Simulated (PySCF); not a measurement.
Ethene, chlorotrifluoro-, C2ClF3, SMILES FC(F)=C(F)Cl, point group Cs.

Force field and properties: PBE0/pcSseg-1 (PySCF, grid level 2). Vibrational terms come from second-order perturbation theory with semi-diagonal cubic constants, by steps of ±0.6 along the normal coordinates of each isotopologue. The parent has the commonest isotopes.

Equilibrium geometry (Å):

| atom | x | y | z |
| --- | --- | --- | --- |
| F1 | 1.4932 | 0.9152 | -0.2399 |
| C2 | 0.6739 | -0.0277 | 0.1535 |
| F3 | 1.2696 | -0.9599 | 0.8559 |
| C4 | -0.6211 | -0.0438 | -0.1257 |
| F5 | -1.3881 | -1.0343 | 0.3080 |
| Cl6 | -1.4151 | 1.1584 | -1.0381 |

Give the equilibrium and ground-state rotational constants (MHz) of parent; ¹³C at 2; ³⁷Cl at 6; ¹³C at 4, ³⁷Cl at 6; ¹³C at 4; ¹³C at 2, ³⁷Cl at 6.


| species | Ae | Be | Ce | A0 | B0 | C0 | Δ0 (u Å²) | harmonic ZPE (cm⁻¹) |
| --- | --- | --- | --- | --- | --- | --- | --- | --- |
| parent | 4518.9 | 2266.5 | 1509.4 | 4502 | 2257.3 | 1502.6 | 0.200 | 4492 |
| ¹³C at 2 | 4517.5 | 2257.9 | 1505.5 | 4500.8 | 2248.9 | 1498.7 | 0.200 | 4436 |
| ³⁷Cl at 6 | 4503.5 | 2207.2 | 1481.2 | 4486.6 | 2198.3 | 1474.6 | 0.202 | 4485 |
| ¹³C at 4, ³⁷Cl at 6 | 4497 | 2206.7 | 1480.3 | 4480.3 | 2198 | 1473.7 | 0.202 | 4434 |
| ¹³C at 4 | 4512.7 | 2265.8 | 1508.4 | 4496 | 2256.8 | 1501.7 | 0.200 | 4441 |
| ¹³C at 2, ³⁷Cl at 6 | 4502 | 2198.6 | 1477.2 | 4485.3 | 2189.8 | 1470.6 | 0.202 | 4429 |

Δ0 = Ic − Ia − Ib from the ground-state constants.

How is the parent's vibrational correction B0 − Be made up?


| axis | harmonic | Coriolis | cubic | total (MHz) |
| --- | --- | --- | --- | --- |
| a | 4.94 | -2.07 | -19.8 | -16.9 |
| b | 2.15 | -0.406 | -10.9 | -9.17 |
| c | 0.415 | -0.216 | -7.05 | -6.85 |

And its quartic centrifugal distortion constants from the harmonic force field?

Asymmetric top, A reduction, Ir representation: ΔJ = 0.236 kHz, ΔJK = -0.128 kHz, ΔK = 1.21 kHz, δJ = 0.0877 kHz, δK = 0.48 kHz.

Which nuclear quadrupole couplings χaa, χbb, χcc (MHz) does the parent show, at equilibrium and averaged?

35Cl at 6: -53.1, 12.6, 40.5 and -52.9, 12.6, 40.3.

A mode lies under 250 cm⁻¹, where this perturbation treatment is rough.
